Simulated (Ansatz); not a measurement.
A nudged elastic band was laid between two geometries of ClH + H5NSi (9 atoms, charge 0, multiplicity 1).

Method: RKS revPBE-D4/def2-SVP (Ansatz).

```json
{
 "movable images": "5",
 "climbing image": "yes",
 "spring": "5.0 eV/Å²",
 "optimiser": "quadratic models (default)",
 "start path": "through a guess of the saddle point",
 "force threshold": "0.05 eV/Å",
 "iteration limit": "60",
 "end points": "relaxed"
}
```

First end point:

```xyz
9
Properties=species:S:1:pos:R:3
Si -0.122 0.238 0.087
N 0.091 -0.114 1.827
H -0.774 -0.285 2.355
H 0.657 0.566 2.351
H 1.252 0.356 -0.496
H -0.885 1.512 -0.177
H -0.881 -0.918 -0.491
Cl 1.650 -2.737 1.560
H 0.968 -1.588 1.796
```

Last end point:

```xyz
9
Properties=species:S:1:pos:R:3
Si 0.449 -0.161 -0.300
N -0.203 -0.421 2.322
H -1.118 -0.093 2.661
H 0.507 0.057 2.894
H 0.829 -0.026 -1.759
H 0.289 1.239 0.211
H -0.796 -0.995 -0.279
Cl 2.137 -1.153 0.487
H -0.137 -1.416 2.575
```

Q: What changes between the two ends?

A: Bonds broken: Si1–N2, Cl8–H9. Bonds formed: Si1–Cl8, N2–H9. ClH + H5NSi becomes ClH3Si + H3N.

Q: What energy profile does the band end with?

A: The forces met the threshold. The highest image is number 2 of 0 to 6, 30.1 kJ/mol above the first end and 60.9 kJ/mol above the last; the last end lies 30.8 kJ/mol below the first. A vibrational analysis at the climbing image gives one clearly imaginary mode, 149i cm⁻¹: a first-order saddle point. The orbitals stay closed-shell, which can raise the energy where a bond breaks towards radicals; this wasn't checked here.

| image | path coordinate (Å) | energy (kJ/mol) | Si1–N2 (Å) | Cl8–H9 (Å) | Si1–Cl8 (Å) |
| --- | --- | --- | --- | --- | --- |
| 0 | 0.00 | 0.0 | 1.79 | 1.36 | 3.76 |
| 1 | 0.65 | 9.8 | 1.82 | 1.42 | 3.20 |
| 2 | 1.30 | 30.1 | 1.91 | 1.85 | 2.73 |
| 3 | 2.04 | 23.4 | 2.04 | 2.28 | 2.34 |
| 4 | 2.78 | 8.8 | 2.19 | 2.49 | 2.22 |
| 5 | 3.52 | -20.0 | 2.41 | 2.74 | 2.14 |
| 6 | 4.26 | -30.8 | 2.71 | 3.10 | 2.11 |

Q: What is the geometry of the highest image?

A: 
```xyz
9
Properties=species:S:1:pos:R:3:forces:R:3
Si 0.069 -0.082 0.080 -0.01 0.01 -0.02
N 0.115 -0.179 1.991 0.02 0.01 0.02
H -0.812 -0.198 2.441 0.00 0.00 0.00
H 0.674 0.572 2.422 -0.02 0.02 0.00
H 1.396 0.277 -0.495 0.00 -0.01 -0.01
H -0.734 1.214 0.023 0.01 -0.01 0.00
H -0.835 -1.105 -0.519 0.00 0.01 0.00
Cl 1.431 -2.321 0.837 0.00 0.01 0.00
H 0.654 -1.148 2.033 0.00 -0.03 -0.01
```

Q: What are the harmonic wavenumbers there?

A: 149i, 150, 296, 369, 494, 524, 582, 799, 816, 879, 961, 995, 1140, 1464, 1494, 2054, 2212, 2256, 2292, 3388, 3485 cm⁻¹.

Run time: 120 s on 1 thread of Arm Neoverse V2, with other jobs on the host, peak memory 0.11 GiB.
